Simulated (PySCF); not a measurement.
C4H4S, SMILES c1ccsc1.

The structure is a stationary point at PBE-D3(BJ)/def2-SVP.

These are PBE-D3(BJ)/def2-SVP in PySCF 2.14.0 values and carry that method's errors.

Frequencies are harmonic and unscaled.

Computed vibrational spectrum:
```csv
mode,ν (cm⁻¹),IR (km/mol),moving atoms (share of kinetic energy)
1,451,1.3,"C 69 %, S 17 %, H 14 %"
2,565,0.0,"C 74 %, H 26 %"
3,603,0.1,"S 53 %, C 42 %"
4,655,0.0,"H 78 %, C 22 %"
5,697,109.0,"H 91 %, C 9 %"
6,741,0.5,"C 69 %, S 22 %, H 9 %"
7,832,19.2,"C 72 %, H 21 %"
8,843,0.2,"H 80 %, C 20 %"
9,850,1.5,"C 70 %, H 18 %, S 12 %"
10,891,0.0,"H 74 %, C 26 %"
11,1035,3.4,"H 52 %, C 48 %"
12,1049,3.7,H 94 %
13,1053,5.6,"H 87 %, C 12 %"
14,1216,8.8,"H 70 %, C 30 %"
15,1353,0.0,"C 65 %, H 35 %"
16,1440,6.9,C 93 %
17,1518,0.0,"C 87 %, H 13 %"
18,3144,2.8,"H 92 %, C 8 %"
19,3157,1.6,"H 91 %, C 9 %"
20,3189,0.6,"H 91 %, C 9 %"
21,3191,0.8,"H 91 %, C 9 %"
```
